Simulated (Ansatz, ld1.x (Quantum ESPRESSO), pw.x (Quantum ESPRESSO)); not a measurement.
# From atom to crystal: ultrasoft potential for Sr

ld1.x (Quantum ESPRESSO) 7.5 input, shortened:

```
&input
   title='Sr', zed=38., rel=1, dft='PBESOL', iswitch=3,
   config='[Kr] 4d1 5s1 5p0'
 /
 &inputp
   pseudotype=3, tm=.true., lloc=-1, rcloc=3.30,
   nlcc=.false.,
   which_augfun='PSQ', rmatch_augfun=1.75
 /
6
4S  1  0   2.00   0.00  2.35  2.80  0.0
5S  2  0   1.00   0.00  2.35  2.80  0.0
4P  2  1   6.00   0.00  2.35  2.80  0.0
5P  3  1   0.00   0.00  2.35  2.80  0.0
4D  3  2   1.00   0.00  2.45  3.40  0.0
4D  3  2   0.00   0.30  2.45  3.40  0.0
 &test
   configts(1)='4s2 4p6 4d1 5s1 5p0'
 /
```

Atomic tests: cutoffs needed: 10 Ry and 18 Ry (the cutoffs (Ry, on a coarse ladder) from which the occupation-weighted sum of valence levels, in a spherical-Bessel basis at the reference potential, stays within 10 and 1 mRy of its value at 400 Ry); ghost test: no extra level below or beside the all-electron valence levels (s, p, d, f tested) (spherical-Bessel basis up to 400 Ry, 20 bohr box); configuration tests: test run stopped at test 1 of 7 (negative rho).

Crystal test: bcc Sr in pw.x 7.5, no spin, 10³ k-points, Fermi–Dirac smearing 0.01 Ry, cutoffs 40/320 Ry. The lattice is a test structure that the element need not adopt, and mesh and smearing are coarse.

pw.x input:

```
&control
  calculation='scf', prefix='x', pseudo_dir='./', outdir='./tmp', tstress=.true., disk_io='low'
/
&system
  ibrav=0, nat=1, ntyp=1, ecutwfc=40, ecutrho=320, nbnd=12,
  occupations='smearing', smearing='fd', degauss=0.01
/
&electrons
  conv_thr=1e-09, mixing_beta=0.4, electron_maxstep=70
/
ATOMIC_SPECIES
Sr 1.0 Sr.UPF
CELL_PARAMETERS angstrom
  -2.34601710 2.34601710 2.34601710
  2.34601710 -2.34601710 2.34601710
  2.34601710 2.34601710 -2.34601710
ATOMIC_POSITIONS crystal
Sr 0.0000 0.0000 0.0000
K_POINTS automatic
10 10 10 0 0 0
```

```bash
pw.x < Sr.scf.in > Sr.scf.out
```

Question: How does the run end?

Answer: It converges; the pressure is 0.29 GPa against -0.00 GPa from all-electron LAPW. This is a poor potential for the solid. Atomic configuration tests: test run stopped at test 1 of 7 (negative rho). The log shows:

```
     kinetic-energy cutoff     =      40.0000  Ry
     charge density cutoff     =     320.0000  Ry
     scf convergence threshold =      1.0E-09
     Exchange-correlation= PBESOL
     number of k points=    47  Fermi-Dirac smearing, width (Ry)=  0.0100
     iteration #  1     ecut=    40.00 Ry     beta= 0.40
     total energy              =     -62.12392031 Ry
     estimated scf accuracy    <       0.02125360 Ry
     iteration #  2     ecut=    40.00 Ry     beta= 0.40
     total energy              =     -62.12212355 Ry
     estimated scf accuracy    <       0.00528702 Ry
     iteration #  3     ecut=    40.00 Ry     beta= 0.40
     total energy              =     -62.12273613 Ry
     estimated scf accuracy    <       0.00149949 Ry
     iteration #  4     ecut=    40.00 Ry     beta= 0.40
     total energy              =     -62.12302785 Ry
     estimated scf accuracy    <       0.00017388 Ry
     [... 7 iterations left out ...]
     iteration # 12     ecut=    40.00 Ry     beta= 0.40
     total energy              =     -62.12303106 Ry
     estimated scf accuracy    <          4.1E-09 Ry
     iteration # 13     ecut=    40.00 Ry     beta= 0.40
     total energy              =     -62.12303106 Ry
     estimated scf accuracy    <          2.6E-09 Ry
     iteration # 14     ecut=    40.00 Ry     beta= 0.40
     total energy              =     -62.12303106 Ry
     estimated scf accuracy    <          4.4E-09 Ry
     iteration # 15     ecut=    40.00 Ry     beta= 0.40
     the Fermi energy is     5.3852 ev
!    total energy              =     -62.12303106 Ry
     estimated scf accuracy    <          2.8E-11 Ry
     smearing contrib. (-TS)   =      -0.00611911 Ry
     The total energy is F=E-TS. E is the sum of the following terms:
     one-electron contribution =     -26.59492096 Ry
     hartree contribution      =      13.97782285 Ry
     xc contribution           =      -8.45579488 Ry
     ewald contribution        =     -41.04401896 Ry
     convergence has been achieved in  15 iterations
          total   stress  (Ry/bohr**3)                   (kbar)     P=        2.87
```
